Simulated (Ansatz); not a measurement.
C3H6F (`[CH2]CCF`) radical at its PBE0-D4/def2-TZVP geometry, where that method's forces vanish. Total charge 0; spin multiplicity 2.

```xyz
10

C     0.5470   -1.1077   -0.6620
C    -0.4200   -0.3782    0.1893
C    -0.0420    1.0642    0.4354
F     0.0024    1.7564   -0.7639
H     0.6288   -2.1852   -0.6092
H     1.0692   -0.5911   -1.4569
H    -0.5322   -0.8712    1.1621
H    -1.4243   -0.3895   -0.2655
H    -0.7770    1.5609    1.0757
H     0.9481    1.1413    0.8951
```

(1) What forces (eV/Å) does ωB97M-V/def2-TZVPP give on these atoms in the Gaussian-basis code of Ansatz? (Best estimate.)

Results:

(1) Ansatz gave: 
```
C1   0.113 -0.102 -0.145
C2  -0.168 -0.090  0.087
C3   0.041  0.031  0.348
F4   0.006  0.098 -0.229
H5  -0.009  0.112 -0.001
H6  -0.046 -0.039  0.084
H7   0.006  0.037 -0.075
H8   0.077  0.005  0.029
H9   0.073 -0.046 -0.058
H10 -0.093 -0.006 -0.041
```
